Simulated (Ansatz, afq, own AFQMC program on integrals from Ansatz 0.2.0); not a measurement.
**CH3N, triplet: AFQMC among the cluster methods**

```xyz
5

N    -0.1361    0.0000    0.6653
C     0.1131    0.0000   -0.6766
H     0.7075    0.0000    1.2483
H    -0.0823    0.9269   -1.2151
H    -0.0823   -0.9269   -1.2151
```

Connectivity, by distances: NH–CH2.

Basis cc-pVDZ. Only valence electrons are correlated. AFQMC by an in-house program on the Cholesky factors that Ansatz 0.2.0 writes for its CCSD(T) run. ph-AFQMC/CISD is guided by a CISD state made of CCSD amplitudes; releasing the constraint for a short imaginary time cuts its bias at the price of noise, slowly where states lie close. ± is one standard error of the sampling.

Determinant: UHF, the one that the program's search chose, which needn't be the lowest solution. The geometry is a PBE0/def2-TZVP stationary point of this or a neighbouring charge and spin state.

No full CI on the walks' own integrals is used here; CCSDT(Q) serves as the reference and is uncertain by about the last step of the cluster series.

Cautions: lower spins were not checked; the released energies move by 1.5 errors or more from one time to the next, so no released level is given (meV from the phaseless value at times in 1/Eh: -4 ± 4 at 0.24, -9 ± 3 at 0.51, -6 ± 3 at 0.99, -10 ± 3 at 1.62, 1 ± 3 at 2.40).

- T1 diagnostic: 0.0208
- weight of the determinant in the CISD state: 0.893
- ⟨S²⟩ of the determinant: 2.013
- size of the correlated space: 12 electrons in 41 orbitals

| level | correlation energy (eV) |
| --- | --- |
| MP2 | -6.9286 |
| CCSD | -7.8287 |
| CCSD(T) | -8.0212 |

Estimate where phaseless AFQMC with a CISD trial lies against CCSD(T) on the same integrals.

2.7 ± 0.4 kJ/mol below CCSD(T).

Reference: CCSDT(Q), correlation energy -8.056 eV.

| level | E − E(reference) (kJ/mol) | share of correlation (%) |
| --- | --- | --- |
| CCSD(T) | 3.3 | 99.57 |
| CCSDT | 1.2 | 99.85 |
| ph-AFQMC/HF | -4.2 ± 2.4 | 100.54 |
| ph-AFQMC/CISD | 0.6 ± 0.4 | 99.92 |

A walk keeps the symmetry of its determinant, which the program's search chose and which needn't be the lowest solution, so a lower state of the same spin and another symmetry isn't excluded.
